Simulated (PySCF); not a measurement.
# HOMO energy and vertical ionisation energy

PBE0-D3(BJ)/ma-def2-TZVP single points (PySCF) on relaxed neutral molecules. The ionisation energy is the difference of two SCF energies at the neutral's structure.

```tsv
molecule	−ε(HOMO) / eV	vertical ionisation energy / eV
`CNC#P` (C2H4NP)	5.99	8.05
ketene, `C=C=O` (C2H2O)	7.13	9.70
ethynol, `C#CO` (C2H2O)	7.27	9.91
`C1CCOC1` (C4H8O)	7.38	9.59
1,3-dioxolane, `C1COCO1` (C3H6O2)	7.51	?
2-butynoic acid, `CC#CC(=O)O` (C4H4O2)	7.95	10.07
`C=Nc1ncno1` (C3H3N3O)	8.23	10.24
`N#CCC=O` (C3H3NO)	8.44	10.78
cyanic acid, `N#CO` (CHNO)	9.01	11.88
```

Problem. Fit a straight line to the complete rows and predict the ionisation energy of 1,3-dioxolane, `C1COCO1` (C3H6O2).

Solution. IE = 1.443 + 1.118·(−ε) (8 points, rms 0.27 eV, correlation 0.964). At 7.51 this gives 9.84 eV; the calculation itself gave 9.81 eV, so the fit is off by 0.03.

(1,3-dioxolane) Structures, frequencies and single points took 14 min of wall time on 1 thread of Arm Neoverse V1 (shared host), launched as `OMP_NUM_THREADS=1 python redox_run.py task.json out`.
